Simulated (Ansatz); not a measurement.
# C2H5N, SMILES CC=N: a rigid scan of one bond angle

With the Ansatz DFT code, driven from Python.

Notebook, run cell by cell (the value of a cell's last expression is shown):

```python
import ansatz as az
from ase import Atoms
```

```python
atoms = Atoms(["C", "C", "N", "H", "H", "H", "H", "H"], positions=[
    (-0.48771, 0.62143, -0.27975),
    (0.59501, -0.15018, 0.41712),
    (0.78184, -1.38877, 0.3998),
    (-0.42905, 0.44896, -1.35447),
    (-1.46353, 0.27082, 0.05645),
    (-0.40811, 1.68692, -0.08702),
    (1.30389, 0.4273, 1.00421),
    (0.10767, -1.91648, -0.15634),
])

# start the scan from a relaxed geometry
first = (
    az.Crystal.molecule_from_ase(atoms).calculation()
    .basis(gaussian="cc-pVDZ")
    .functional("R2SCAN0")
    .relax(force_tolerance=0.02, max_steps=80)  # relax until the tolerances are met
)
atoms.positions = first.run(threads=1).report["positions_ang"]
```

```python
rows = []
for angle in [85, 95, 105, 115, 125, 140, 160]:
    bent = atoms.copy()
    bent.set_angle(1, 2, 7, angle, indices=[7])
    job = (
        az.Crystal.molecule_from_ase(bent).calculation()
        .basis(gaussian="cc-pVDZ")
        .functional("R2SCAN0")
    )
    rows.append((angle, job.run(threads=1).report["free_energy_ev"]))
floor = min(e for _, e in rows)
for angle, e in rows:
    print(f"angle C1-N2-H7 = {angle:3d} deg   {1000 * (e - floor):9.1f} meV")
```

    angle C1-N2-H7 =  85 deg       584.0 meV
    angle C1-N2-H7 =  95 deg       177.2 meV
    angle C1-N2-H7 = 105 deg         0.0 meV
    angle C1-N2-H7 = 115 deg        10.3 meV
    angle C1-N2-H7 = 125 deg       164.9 meV
    angle C1-N2-H7 = 140 deg       566.0 meV
    angle C1-N2-H7 = 160 deg      1147.9 meV

The scan is rigid, and the energies are electronic, in a modest basis. The zero is the lowest point of the grid, which needn't be the minimum. Finished in 63 s on 1 thread of Arm Neoverse V1, with other jobs on the host, peak memory 0.21 GiB.

(A comment or docstring line of the script was reworded after the run, the code is as it ran.)
